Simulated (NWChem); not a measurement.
**One shape, several levels: triplet NSF3**

Aim: a comparison of 4 runs (USVWN5/def2-SVPD, U-r2SCAN/def2-SVPD, UPBE/def2-SVPD, UMP2/def2-SVPD) of triplet NSF3. 

Program for the calculation: NWChem 7.3.0.

1 further run of the same task is left out (it didn't finish).

### Step 1. Starting point

The species is NSF3 (5 atoms), meant as a triplet with charge 0. As SMILES of the parent species, `N#S(F)(F)F`. The shape is that of a PBE0-D4/def2-TZVP optimisation. That shape belongs to the parent species and isn't relaxed for this state.

Bond lengths: N1–S2 1.409 Å, S2–F3 1.555 Å, S2–F4 1.555 Å, S2–F5 1.555 Å. Angles: N1–S2–F3 122.6°, N1–S2–F4 122.6°, N1–S2–F5 122.6°, F3–S2–F4 93.7°, F3–S2–F5 93.7°, F4–S2–F5 93.7°.

### Step 2. A single-point energy at USVWN5/def2-SVPD (run 1)

nw.nw reads:

```
start nw
title "F3NS"
memory total 2200 mb
charge 0

geometry units angstrom noautosym nocenter noautoz
 N    -0.349630   -0.004150    1.591380
 S    -0.047340   -0.000560    0.215490
 F     1.023370   -0.939300   -0.408980
 F    -1.108620   -0.317610   -0.875740
 F     0.482210    1.261610   -0.522150
end

basis spherical bse
 * library def2-SVPD
end

dft
 xc slater vwn_5
 mult 3
 grid fine
 convergence energy 1e-08
 maxiter 100
 mulliken
 print low
end

task dft energy
```

On the command line:

```console
$ nwchem nw.nw > nw.out
```

Output:

```text
[...]
 d= 0,ls=0.0,diis     1   -747.8064145464 -1.03D+03  6.72D-02  7.12D-01     1.7
[...]
 d= 0,ls=0.5,diis    48   -748.0841814381 -8.19D-09  2.84D-07  1.15D-08    63.4
[...]
         Total DFT energy =     -748.084181444546
      One electron energy =    -1602.942163779934
           Coulomb energy =      630.900189972662
    Exchange-Corr. energy =      -60.268957123984
 Nuclear repulsion energy =      284.226749486710
[...]
      Total Density - Mulliken Population Analysis
     ---------------------------------------------
    Atom       Charge   Shell Charges
 -----------   ------   -------------------------------------------------------
    1 N    7     7.09   1.99  1.15  0.62  0.12  2.20  0.98  0.03  0.02
    2 S   16    15.13   2.00  1.98  1.40  0.24  0.21  5.91  1.61  0.93  0.05  0.73  0.07
    3 F    9     9.26   1.99  1.14  0.78  0.01  3.31  1.87  0.13  0.01  0.01
    4 F    9     9.28   1.99  1.14  0.79  0.02  3.32  1.87  0.13  0.01  0.01
    5 F    9     9.25   1.99  1.15  0.78  0.00  3.31  1.86  0.13  0.01  0.01
[...]
      <S2> =      2.0017 (Exact =     2.0000)
[...]
```

It took 65 s on 1 thread of Intel Xeon 6975P-C (Granite Rapids), shared host; peak memory 0.12 GiB.

### Step 3. A single-point energy at U-r2SCAN/def2-SVPD (run 2)

f3ns.nw reads:

```
start f3ns
memory stack 880 mb heap 220 mb global 1100 mb

geometry units angstroms noautosym nocenter noautoz
   N     -0.349630    -0.004150     1.591380
   S     -0.047340    -0.000560     0.215490
   F      1.023370    -0.939300    -0.408980
   F     -1.108620    -0.317610    -0.875740
   F      0.482210     1.261610    -0.522150
end

basis spherical bse
   * library def2-SVPD
end

dft
   xc r2scan
   mult 3
   grid fine
   convergence energy 1e-08
   maxiter 100
   mulliken
end

task dft energy
```

On the command line:

```console
$ nwchem f3ns.nw > f3ns.out
```

Output:

```text
[...]
          Wavefunction type:  spin polarized.
          No. of atoms     :     5
          No. of electrons :    50
[...]
          Charge           :     0
          Spin multiplicity:     3
[...]
          AO basis - number of functions:   116
[...]
              XC Information
              --------------
                      r^2SCAN Method XC Functional
               r^2SCAN metaGGA Exchange Functional  1.000
                     r^2SCAN Correlation Potential  1.000
[...]
 d= 0,ls=0.0,diis     1   -751.3167876205 -1.04D+03  6.42D-02  5.23D-01     2.7
[...]
 d= 0,ls=0.5,diis    54   -751.5575437825 -9.94D-09  2.50D-06  3.26D-08   134.5
[...]
         Total DFT energy =     -751.557543790429
      One electron energy =    -1603.554468614605
           Coulomb energy =      631.645125330023
    Exchange-Corr. energy =      -63.874949992557
 Nuclear repulsion energy =      284.226749486710
[...]
      Total Density - Mulliken Population Analysis
     ---------------------------------------------
    Atom       Charge   Shell Charges
 -----------   ------   -------------------------------------------------------
    1 N    7     7.18   1.99  1.16  0.63  0.08  2.19  1.09  0.03  0.03
    2 S   16    14.80   2.00  1.99  1.35  0.22  0.20  5.92  1.55  0.81  0.05  0.73 -0.01
    3 F    9     9.34   1.99  1.16  0.78 -0.01  3.32  1.95  0.14  0.01  0.01
    4 F    9     9.32   1.99  1.17  0.78 -0.02  3.31  1.94  0.14  0.01  0.01
    5 F    9     9.35   1.99  1.16  0.78 -0.01  3.32  1.95  0.14  0.01  0.01
[...]
      <S2> =      2.0052 (Exact =     2.0000)
[...]
```

Wall time 2.3 min (1 thread of Intel Xeon 6975P-C (Granite Rapids), shared host); peak memory 0.12 GiB.

### Step 4. The energy at UPBE/def2-SVPD (run 3)

input.nw reads:

```
START input
TITLE "F3NS energy"
memory stack 880 mb heap 220 mb global 1100 mb

GEOMETRY noautosym nocenter noautoz
 N       -0.349630      -0.004150       1.591380
 S       -0.047340      -0.000560       0.215490
 F        1.023370      -0.939300      -0.408980
 F       -1.108620      -0.317610      -0.875740
 F        0.482210       1.261610      -0.522150
END

BASIS spherical bse
 * library def2-SVPD
END

DFT
 xc xpbe96 cpbe96
 mult 3
 grid fine
 convergence energy 1e-08
 iterations 100
 mulliken
END

TASK dft energy
```

On the command line:

```console
$ nwchem input.nw > input.out
```

Output:

```text
[...]
          Wavefunction type:  spin polarized.
          No. of atoms     :     5
          No. of electrons :    50
[...]
          Charge           :     0
          Spin multiplicity:     3
[...]
          AO basis - number of functions:   116
[...]
              XC Information
              --------------
          PerdewBurkeErnzerhof Exchange Functional  1.000
            Perdew 1991 LDA Correlation Functional  1.000 local
           PerdewBurkeErnz. Correlation Functional  1.000 non-local
[...]
 d= 0,ls=0.0,diis     1   -750.9874921854 -1.04D+03  6.66D-02  5.71D-01     2.7
[...]
 d= 0,ls=0.5,diis    45   -751.2471892297 -7.86D-09  7.42D-07  8.40D-09    93.2
[...]
         Total DFT energy =     -751.247189235321
      One electron energy =    -1603.225212069755
           Coulomb energy =      631.255225531546
    Exchange-Corr. energy =      -63.503952183822
 Nuclear repulsion energy =      284.226749486710
[...]
      Total Density - Mulliken Population Analysis
     ---------------------------------------------
    Atom       Charge   Shell Charges
 -----------   ------   -------------------------------------------------------
    1 N    7     7.11   1.99  1.17  0.61  0.10  2.19  1.02  0.03  0.02
    2 S   16    15.06   2.00  1.98  1.38  0.24  0.25  5.92  1.59  0.88  0.06  0.74  0.02
    3 F    9     9.27   1.99  1.16  0.77 -0.01  3.31  1.88  0.14  0.01  0.01
    4 F    9     9.29   1.99  1.16  0.77  0.00  3.32  1.89  0.14  0.01  0.01
    5 F    9     9.26   1.99  1.17  0.77 -0.01  3.31  1.88  0.14  0.01  0.01
[...]
      <S2> =      2.0020 (Exact =     2.0000)
[...]
```

It took 96 s on 1 thread of Intel Xeon 6975P-C (Granite Rapids), shared host; peak memory 0.12 GiB.

### Step 5. A single-point energy at UMP2/def2-SVPD (run 4)

f3ns.nw reads:

```
start f3ns
title "F3NS mp2"
memory stack 880 mb heap 220 mb global 1100 mb
geometry units bohr noautosym nocenter noautoz
N   -0.66070494  -0.00784236   3.00727236
S   -0.08945963  -0.00105825   0.40721708
F    1.93388902  -1.77501975  -0.77286019
F   -2.09498818  -0.60019591  -1.65490876
F    0.91124483   2.38409738  -0.98672050
end
basis "ao basis" spherical bse
* library def2-SVPD
end
scf
triplet
uhf
thresh 1e-08
maxiter 80
end
mp2
freeze core 9
tight
end
task mp2 energy
```

On the command line:

```console
$ nwchem f3ns.nw > f3ns.out
```

Output:

```text
[...]
  functions       =   116
[...]
  wavefunction    = UHF
[...]
         Total SCF energy =   -749.493855963058
      One electron energy =  -1602.757434154652
      Two electron energy =    569.036849229644
 Nuclear repulsion energy =    284.226728961951
                       Sz =      1.0000
                 Sz(Sz+1) =      2.0000
                      S^2 =      2.0176
[...]
          Total MP2 energy          -750.374192172604
[...]
```

It took 3.7 min on 1 thread of Intel Xeon 6975P-C (Granite Rapids), shared host; peak memory 0.48 GiB.

### Step 6. Overview of the runs

| run | level | integration grid | iteration cap | energy (Eh) | ⟨S²⟩ | wall time |
| --- | --- | --- | --- | --- | --- | --- |
| 1 | USVWN5/def2-SVPD | fine | 100 | -748.084181 | 2.002 | 65 s |
| 2 | U-r2SCAN/def2-SVPD | fine | 100 | -751.557544 | 2.005 | 2.3 min |
| 3 | UPBE/def2-SVPD | fine | 100 | -751.247189 | 2.002 | 96 s |
| 4 | UMP2/def2-SVPD | – | 80 | -750.374192 | 2.018 | 3.7 min |

### Step 7. Summary of results

```
                                                         quantity          value
                                              run 4: total energy  -750.37419 Eh
run 4: HOMO energy (Hartree–Fock orbitals) (highest over α and β)       -7.13 eV
 run 4: LUMO energy (Hartree–Fock orbitals) (lowest over α and β)       -1.50 eV
               run 4: correlation energy (9 core orbitals frozen)     -880.3 mEh
                         run 4: ⟨S²⟩ of the reference determinant          2.018
```

In words: Totals of different functionals can't be ranked against each other. All runs together took 8.7 min, the longest 3.7 min.
